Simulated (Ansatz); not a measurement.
`FCCCF` → `FCCF` + `[CH2]` (triplet) at 298.15 K and 1 bar (formal loss of a carbene).

Computed with Ansatz on PBE0-D4/def2-TZVP structures; ΔE is electronic, products minus reactants. CCSD(T)/CBS adds triple-zeta CCSD(T) − MP2 to the extrapolated MP2 energy (def2 sets, frozen cores). This one scheme is used for every species. Triplets are unrestricted, without spin–orbit coupling. Each species was taken in one conformer, which may not be the lowest.

```
          species  CCSD(T)/CBS energy (Eh)  H − E (kJ/mol)  S (J/(mol·K))
          `FCCCF`               -317.34356           253.4          308.9
           `FCCF`               -278.07852           174.4          278.2
`[CH2]` (triplet)                -39.09499            55.4          195.3
```

H − E and S are ideal-gas, rigid-rotor, harmonic terms from PBE0-D4/def2-TZVP, for one conformer and one mirror image of each species, with the whole ground term of open shells counted as degenerate. 1 Eh = 2625.50 kJ/mol, R = 8.31446 J/(mol·K).

Q: By hand: ΔE, ΔH, ΔS and ΔG.

A: ΔE = (-278.07852) + (-39.09499) − (-317.34356) = 0.17005 Eh = 446.5 kJ/mol. Δ(H − E) = 174.4 + 55.4 − 253.4 = -23.6, so ΔH = 422.9 kJ/mol. ΔS = 278.2 + 195.3 − 308.9 = 164.6 J/(mol·K). ΔG = 422.9 − 298.15 × (164.6)/1000 = 373.8 kJ/mol.

Q: By hand: the equilibrium constant, and the temperature at which ΔG would vanish if ΔH and ΔS stayed fixed.

A: log₁₀ K = −ΔG/(RT ln 10) = -65.5. ΔG = 0 at ΔH/ΔS = 2569 K, far beyond where these terms or the molecules hold.

The number of gas molecules changes by +1, which sets the sign of ΔS. A doubt of 5 kJ/mol in ΔE shifts log₁₀ K by 0.9 here. Other conformers and mirror images would add mixing entropy, several J/(mol·K) or more a flexible species. A triplet takes part, so the spin changes. These are equilibria of isolated gas molecules and say nothing of rates. Largest T1 diagnostic: 0.011 (customary marks: 0.02 for closed shells, 0.045 for open ones).
